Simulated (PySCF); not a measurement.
Bonds (- single, = double, # triple, : aromatic): C1=C2, C2-S3, S3=O4, S3=O5, S3-O6. C1 carries H7, H8; C2 carries H9; O6 carries H10. H7 is cis to S3; H8 is trans to S3.

GIAO shifts from PySCF on PBE0-D3(BJ)/def2-TZVP geometries (one conformer, non-relativistic, equivalent nuclei averaged), against TMS at the same level and in the same medium; PCM means IEF-PCM chloroform.

Measured (solution, not stated per compound (mostly CDCl3 or CCl4); Pretsch, Buehlmann, Badertscher, Structure Determination of Organic Compounds, 4th ed. (2009)): H9 6.73, H8 6.13, H7 6.41 ppm.

Question: Which unscaled values do B97-2/pcSseg-2, gas; WP04/pcSseg-2, PCM; wB97X-D/pcSseg-2, PCM give, and how close are they?

Answer: 
```
atoms  measured  B97-2/pcSseg-2, gas  WP04/pcSseg-2, PCM  wB97X-D/pcSseg-2, PCM
   H9      6.73                 6.82                6.75                   7.00
   H8      6.13                 6.10                6.30                   6.59
   H7      6.41                 6.67                6.59                   6.90
```

Mean absolute error for 1H: B97-2/pcSseg-2, gas 0.13, WP04/pcSseg-2, PCM 0.12, wB97X-D/pcSseg-2, PCM 0.41 ppm.
